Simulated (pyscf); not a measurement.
This saddle point was located with ωB97X-D3(BJ)/def2-SVP in PySCF.

```xyz
13

O      0.8483    -0.8573    -0.6547
Si    -0.6697    -0.3563    -0.1951
O     -1.3921    -0.4915    -1.7171
F     -1.5946    -1.3757     0.6769
O     -1.2642     1.2831    -0.0868
H      1.4681    -0.8789     0.0816
H     -0.9445    -1.1208    -2.2903
H     -1.7977     1.4465    -0.8770
H     -0.4302     1.0723     2.0731
F      0.1391     0.1060     1.4533
H     -1.3298     1.8808     1.1508
O     -1.0451     1.9727     2.1882
H     -0.4385     2.7239     2.2552
```
Charge 0, spin multiplicity 1.

Surface: singlet, charge 0. Lowest wavenumbers (cm⁻¹): 372i, 46, 140, 165, 273.

Which two sides does it connect, and which bonds change?

HO–Si(OH)(OH)–F (SMILES O[Si](O)(O)F) + HF (SMILES F) + H₂O (SMILES O) ⇌ HO–Si(OH)(F)–F (SMILES O[Si](O)(F)F) + H₂O (SMILES O) + H₂O (SMILES O), a multi-bond step read from left to right: O–Si, F–H, H–O broken and F–Si, H–O, H–O formed. At ωB97M-D3(BJ)/def2-TZVP it lies -6.2 kcal/mol from the left side and +3.0 kcal/mol from the right (each side as separated species at their lowest minima found). On the reactant side the descent ends in a bound adduct (not fully relaxed), 22.9 kcal/mol under the separated species and 17.2 kcal/mol under the saddle at ωB97X-D3(BJ)/def2-TZVP. On the product side the descent ends in an adduct with a O–Si contact, 10.5 kcal/mol under the separated species and 13.5 kcal/mol under the saddle at ωB97X-D3(BJ)/def2-TZVP. At ωB97M-D3(BJ) the saddle lies under the separated reactants, which points to a path from their complex (located at ωB97X-D3(BJ) alone). What is counted as broken (O–Si) persists as a longer contact in the product adduct; parting that adduct is a step of its own. This is the saddle that the search found; another between the same sides may lie lower.
